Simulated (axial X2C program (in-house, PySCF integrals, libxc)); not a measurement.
## Spin–orbit effects along a row: molecules with H, CCSD(T)

Calculated with an in-house all-electron X2C program for linear molecules (integrals from PySCF), spin-free (one-electron X2C) or two-component (2c: spin–orbit coupling with atomic mean-field Coulomb and Gaunt terms, which also bring small scalar terms), in Dyall basis sets with cores contracted in-house; open shells are unrestricted.

Basis sets: Al dyall-v3z, Cl dyall-av3z, H dyall-v3z, Mg dyall-cv3z, P dyall-v3z, Si dyall-v3z. Frozen shells (counts by l): MgH Mg 2s1p, H none, 3 electrons correlated; AlH Al 2s1p, H none, 4 electrons correlated; SiH Si 2s1p, H none, 5 electrons correlated; PH P 2s1p, H none, 6 electrons correlated; HCl Cl 2s1p, H none, 8 electrons correlated. Coupled cluster in natural virtuals with an MP2 remainder. Where the outer core of a metal is frozen, bonds come out longer and ionisation energies lower. Frozen cores can differ along the series, which adds to the trend.

```csv
molecule,spin-free state,Re (Å),ωe (cm⁻¹),De (eV),2c state,Re 2c (Å),ωe 2c (cm⁻¹),De 2c (eV)
MgH,"M_S = 1/2, Λ = 0",1.739,1489.4,1.40,Ω = 1/2,1.739,1489.3,1.40
AlH,"M_S = 0, Λ = 0",1.657,1677.6,3.13,Ω = 0,1.657,1677.4,3.13
SiH,"M_S = 1/2, Λ = 1",1.529,2028.9,3.10,Ω = 1/2,1.529,2028.3,3.11
PH,"M_S = 1, Λ = 0",1.430,2348.1,3.05,Ω = 1,1.430,2347.6,3.05
HCl,"M_S = 0, Λ = 0",1.279,2990.8,4.54,Ω = 0,1.279,2990.0,4.50
```

(1) Work out the shifts from the spin-free to the two-component result.

Each entry is the lowest single determinant of a limited PBE0 search at one distance. De goes to single-determinant-based atoms at the same level (for ions the charge split of lowest energy) and is withheld (n/a) where an atom does not fit its ground term or J level. Main or longest-lived isotopes. One determinant is a doubtful description, or other states lie close, for PH; these need not be ground states, and all values refer to the states named. Some open-shell Ω = 0 determinants are out of reach, so the Ω given for PH need not be the lowest component. With several unpaired electrons the Ω given is that of one determinant, not necessarily of the lowest component. Some light 2c atoms are not at their ground J level, so De misses part of their lowering (0.04 eV or less).

## Answers

(1) 

```
molecule  2c state  ΔRe (Å)  Δωe (cm⁻¹)  ΔDe (eV)
     MgH   Ω = 1/2    0.000        -0.1      0.00
     AlH     Ω = 0    0.000        -0.2      0.00
     SiH   Ω = 1/2    0.000        -0.6      0.01
      PH     Ω = 1    0.000        -0.5      0.00
     HCl     Ω = 0    0.000        -0.8     -0.04
```

Shifts of one unit in the last digit are rounding.
